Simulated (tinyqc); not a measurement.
The integration grid: Kohn-Sham SCAN on finer and finer grids in the sto-3g basis, for H2O, spin multiplicity 1. Computed by the program tinyqc with PySCF. Self-consistent on each grid; the net force on the molecule should vanish.

Geometry (angstrom):

| atom | x | y | z |
|---|---|---|---|
| O | 0.0000 | 0.0000 | 0.0000 |
| H | 0.0000 | 0.8180 | 0.6600 |
| H | 0.0000 | -0.8180 | 0.6600 |

Kohn-Sham energy on Becke grids (radial x angular points per atom):

| grid | points | residual of the electron count | E (hartree) | E - finest (mhartree) | largest net force without grid terms (hartree/bohr) |
|---|---|---|---|---|---|
| 10 x 14 | 418 | -2.49e-02 | -75.163664 | 139.053379 | 1.97e-01 |
| 15 x 26 | 1162 | 1.98e-02 | -75.343338 | -40.620301 | 7.97e-02 |
| 20 x 50 | 2988 | -1.45e-03 | -75.308185 | -5.468030 | 1.30e-01 |
| 30 x 86 | 7728 | 5.26e-05 | -75.305715 | -2.998011 | 3.87e-02 |
| 50 x 194 | 29068 | -8.11e-07 | -75.304206 | -1.488260 | 3.78e-02 |
| 75 x 302 | 67860 | 2.77e-07 | -75.301668 | 1.049771 | 1.28e-01 |
| 120 x 590 | 212174 | -2.60e-08 | -75.302717 | 0.000000 | 3.67e-02 |

What does the comparison show, and why?

The energy is within 0.1 mhartree of the finest grid first at 120 x 590. The error has both signs, since quadrature is not variational. The electron count and the net force are cheap signs of a poor grid.
